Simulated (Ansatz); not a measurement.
# AlH6OSi (charge -1), SMILES [AlH3-][O][SiH3]: a rigid scan of one bond angle

With Ansatz's Python interface.

Notebook, run cell by cell (the value of a cell's last expression is shown):

In [1]:
```python
import ansatz
from ase import Atoms
```

In [2]:
```python
atoms = Atoms(['Al', 'O', 'Si', 'H', 'H', 'H', 'H', 'H', 'H'], positions=[
    (1.3512, -0.4263, 0.0818),
    (-0.0476, -0.3219, -1.108),
    (-1.3557, 0.3795, -0.2401),
    (2.6162, -1.0714, -0.6485),
    (1.7372, 1.0364, 0.5968),
    (0.9417, -1.3457, 1.3231),
    (-1.7306, -0.4727, 0.9003),
    (-2.5166, 0.4945, -1.1348),
    (-0.9958, 1.7276, 0.2294),
])
```

In [3]:
```python
# start the scan from a relaxed geometry
first = (
    ansatz.Crystal.molecule_from_ase(atoms).calculation()
    .basis(gaussian='6-31G*')
    .functional('hf')
    .charge(-1)
    .scf(lower_state_search='light')
    .relax(force_tolerance=0.02, max_steps=80)
)
atoms.positions = first.run(threads=1).report['positions_ang']
```

In [4]:
```python
rows = []
for angle in [85, 95, 105, 115, 125, 140, 160]:
    bent = atoms.copy()
    bent.set_angle(0, 1, 2, angle, indices=[2, 6, 7, 8])
    model = (
        ansatz.Crystal.molecule_from_ase(bent).calculation()
        .basis(gaussian='6-31G*')
        .functional('hf')
        .charge(-1)
        .scf(lower_state_search='light')
    )
    rows.append((angle, model.run(threads=1).report['free_energy_ev']))
floor = min(e for _, e in rows)
for angle, e in rows:
    print(f'angle Al0-O1-Si2 = {angle:3d} deg   {1000 * (e - floor):9.1f} meV')
```
```text
angle Al0-O1-Si2 =  85 deg      2437.3 meV
angle Al0-O1-Si2 =  95 deg      1125.0 meV
angle Al0-O1-Si2 = 105 deg       506.8 meV
angle Al0-O1-Si2 = 115 deg       214.8 meV
angle Al0-O1-Si2 = 125 deg        80.3 meV
angle Al0-O1-Si2 = 140 deg         9.6 meV
angle Al0-O1-Si2 = 160 deg         0.0 meV
```

Caveats:
- These settings explore the input space; basis and method may be short of convergence.
- The scan is rigid, and the energies are electronic, in a modest basis. The zero is the lowest point of the grid, which needn't be the minimum.
- Anions want diffuse functions, which this basis lacks.
- It ran for 17 s on 1 thread of Arm Neoverse V1, with other jobs on the host, peak memory 0.19 GiB.
